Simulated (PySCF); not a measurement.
# AlF2 (SMILES [F][Al][F]) at NEVPT2(3,3)/STO-6G

Aim: the energy change on altering one bond length of AlF2 at NEVPT2(3,3)/STO-6G, from 2 runs. Input form: a Python script.

The calculation is run with PySCF 2.14.0.

16 further runs of the same task are left out: 2 that didn't finish, 14 set aside as unsound or not needed.

### 1 The structure to begin with

The species is AlF2 (3 atoms), meant as a doublet with charge 0. SMILES: `[F][Al][F]`. The shape is that of a PBE0-D4/def2-TZVP optimisation.

Bond lengths: F1–Al2 1.647 Å, Al2–F3 1.647 Å. Angles: F1–Al2–F3 119.7°.

### 2 A single-point energy at NEVPT2(3,3)/STO-6G

The input, start.xyz:

```xyz
3

F      0.533000    -1.361200     0.136400
Al     0.388700     0.275400     0.245200
F     -0.932500     1.021000    -0.394800
```

The input, input.py:

```python
# [F][Al][F]
import numpy
from pyscf import gto, scf, mp, mcscf, mrpt

mol = gto.M(
    atom='start.xyz',
    verbose=3,
    spin=1,
    basis='sto-6g',
    max_memory=1860,
)

mf = scf.ROHF(mol)
mf.conv_tol = 1e-10
mf.kernel()
if not mf.converged:
    mf = mf.newton().run(mf.mo_coeff, mf.mo_occ)

pt = mp.MP2(scf.addons.convert_to_uhf(mf)).run()
noons, natorbs = mcscf.addons.make_natural_orbitals(pt)
print('natural occupations', numpy.round(noons[:40], 4))
cas = mcscf.CASSCF(mf, 3, 3)
cas.fix_spin_(ss=0.75)
cas.natorb = True
cas.kernel(natorbs)
e_pt2 = mrpt.NEVPT(cas).kernel()
e_final = cas.e_tot + e_pt2
print('E(%s) = %.9f' % ('NEVPT2', e_final))
```

Started as:

```bash
$ OMP_NUM_THREADS=1 python input.py
```

The program printed:

```text
converged SCF energy = -438.91628361398
E(UMP2) = -438.971389790526  E_corr = -0.0551061765462854
E(SCS-UMP2) = -438.971227802721  E_corr = -0.0549441887411284
natural occupations [2.     2.     2.     1.9999 1.9997 1.9996 1.9995 1.9995 1.9994 1.9965
 1.9964 1.9934 1.9934 1.9885 1.9844 1.0046 0.0177 0.015  0.0125]
CASSCF energy = -438.929412801968
CASCI E = -438.929412801968  E(CI) = -2.62470213443976  S^2 = 0.7500000
Sr    (-1)',   E = -0.00014119288811
Si    (+1)',   E = -0.00192387260705
Sijrs (0)  ,   E = -0.01593576421841
Sijr  (+1) ,   E = -0.01125896232257
Srsi  (-1) ,   E = -0.00215602227170
Srs   (-2) ,   E = -0.00072713070894
Sij   (+2) ,   E = -0.00185020689658
Sir   (0)' ,   E = -0.01138991001779
Nevpt2 Energy = -0.045383061931140
E(NEVPT2) = -438.974795864
```

It took 1.9 s on 1 thread of Arm Neoverse V1, shared host; peak memory 0.12 GiB.

### 3 The distorted shape, same level

The input, run.py:

```python
import numpy
from pyscf import gto, scf, mp, mcscf, mrpt

mol = gto.M(
    atom='''
F      3.004636    -3.699505     1.225321
Al     2.731949    -0.606780     1.430923
F     -1.762170     1.929410    -0.746064
''',
    basis='sto-6g',
    verbose=4,
    max_memory=1860,
    unit='bohr',
    spin=1,
)

hf = scf.ROHF(mol)
hf.conv_tol = 1e-10
hf.kernel()
if not hf.converged:
    hf = hf.newton().run(hf.mo_coeff, hf.mo_occ)

pt = mp.MP2(scf.addons.convert_to_uhf(hf)).run()
noons, natorbs = mcscf.addons.make_natural_orbitals(pt)
print('natural occupations', numpy.round(noons[:40], 4))
cas = mcscf.CASSCF(hf, 3, 3)
cas.fix_spin_(ss=0.75)
cas.natorb = True
cas.kernel(natorbs)
e_pt2 = mrpt.NEVPT(cas).kernel()
e_tot = cas.e_tot + e_pt2
print('Final energy', e_tot)
```

Started as:

```bash
$ OMP_NUM_THREADS=1 python run.py
```

The program printed:

```text
PySCF version 2.14.0

[INPUT] num. atoms = 3
[INPUT] num. electrons = 31
[INPUT] charge = 0
[INPUT] spin (= nelec alpha-beta = 2S) = 1
[INPUT] symmetry False subgroup None
[INPUT] Mole.unit = bohr
[INPUT] Symbol           X                Y                Z      unit          X                Y                Z       unit  Magmom
[INPUT]  1 F      1.589984898310  -1.957693737685   0.648411949262 AA    3.004636000000  -3.699505000000   1.225321000000 Bohr   0.0
[INPUT]  2 Al     1.445685152196  -0.321094148042   0.757211842181 AA    2.731949000000  -0.606780000000   1.430923000000 Bohr   0.0
[INPUT]  3 F     -0.932500205767   1.020999802521  -0.394800066688 AA   -1.762170000000   1.929410000000  -0.746064000000 Bohr   0.0

nuclear repulsion = 69.1011532289009
number of shells = 11
number of NR pGTOs = 114
number of NR cGTOs = 19
basis = sto-6g
ecp = {}

******** <class 'pyscf.scf.rohf.ROHF'> ********
method = ROHF
initial guess = minao
damping factor = 0
level_shift factor = 0
DIIS = <class 'pyscf.scf.diis.CDIIS'>
diis_start_cycle = 1
diis_space = 8
diis_damp = 0
SCF conv_tol = 1e-10
SCF conv_tol_grad = None
SCF max_cycles = 50
direct_scf = True
direct_scf_tol = 1e-13
num. doubly occ = 15  num. singly occ = 1
Set gradient conv threshold to 1e-05
init E= -438.029581857784
  HOMO = -0.273160516405522  LUMO = 0.195761824470191  gap/eV = 12.76003
cycle= 1 E= -438.446455916764  delta_E= -0.417  |g|= 0.355  |ddm|= 1.46

WARN: HOMO 0.17403151942357 >= LUMO 0.140925809455252

[... 38 lines left out ...]
SCF not converged.
SCF energy = -438.566275304007
[... 45 lines left out ...]
converged SCF energy = -438.841452507662
[... 32 lines left out ...]
sorting_mo_energy = False
[... 32 lines left out ...]
1-step CASSCF converged in   9 macro (123 JK  29 micro) steps
CASSCF canonicalization
Natural occ [1.96131384 0.99986535 0.03882081]
Natural orbital (expansion on meta-Lowdin AOs) in CAS space
               #1        #2        #3
0 F 1s          -0.00053  -0.00006   0.00000
0 F 2s           0.07045   0.00539  -0.00000
0 F 2px         -0.00521   0.00959   0.10664
[... 15 lines of this table left out ...]
2 F 2pz         -0.02998   0.48697  -0.00693
<CAS-nat-orb|mo-hf>  15     15      -0.92208720
<CAS-nat-orb|mo-hf>  16     16       0.99905032
<CAS-nat-orb|mo-hf>  17     17       0.99998969
CASSCF energy = -438.853577730242
CASCI E = -438.853577730242  E(CI) = -1.92118600254389  S^2 = 0.7500000

******** <class 'pyscf.mrpt.nevpt2.NEVPT'> ********
NEVPT2 (2e+1e, 3o), ncore = 14, nvir = 2
root = 0
Natural occ [1.96131384 0.99986535 0.03882081]
Natural orbital (expansion on meta-Lowdin AOs) in CAS space
               #1        #2        #3
0 F 1s          -0.00053  -0.00006   0.00000
0 F 2s           0.07045   0.00539  -0.00000
0 F 2px         -0.00521   0.00959   0.10664
[... 15 lines of this table left out ...]
2 F 2pz         -0.02998   0.48697  -0.00693
<CAS-nat-orb|mo-hf>  15     15      -0.92208720
<CAS-nat-orb|mo-hf>  16     16       0.99905032
<CAS-nat-orb|mo-hf>  17     17       0.99998969
Sr    (-1)',   E = -0.00002188670281
Si    (+1)',   E = -0.00000930830926
Sijrs (0)  ,   E = -0.01692647771733
Sijr  (+1) ,   E = -0.01187820584424
Srsi  (-1) ,   E = -0.00129751670886
Srs   (-2) ,   E = -0.00559391857559
Sij   (+2) ,   E = -0.00155524487966
Sir   (0)' ,   E = -0.00086636277872
Nevpt2 Energy = -0.038148921516465
Final energy -438.8917266517586
```

Wall time 1.5 s (1 thread of Arm Neoverse V1, shared host); peak memory 0.12 GiB.

### 4 What came out

At NEVPT2(3,3)/STO-6G:

| quantity | value |
| --- | --- |
| first shape: total energy | -438.97480 Eh |
| first shape: dipole moment (Hartree–Fock density) | 2.25 D |
| distorted shape: total energy | -438.89173 Eh |
| distorted shape: dipole moment (Hartree–Fock density) | 1.37 D |
| energy change with the Al2–F3 bond stretched from 1.647 to 2.964 Å | 2.260 eV |

What this shows: With the Al2–F3 bond stretched from 1.647 to 2.964 Å the energy rises by 2.26 eV (218 kJ/mol). The first shape isn't relaxed at this level, so the change isn't measured from a minimum. The minimal basis adds a large error of its own. Mulliken charges (distorted shape) of the mean-field density run from -0.45 on F1 to +0.46 on Al2.
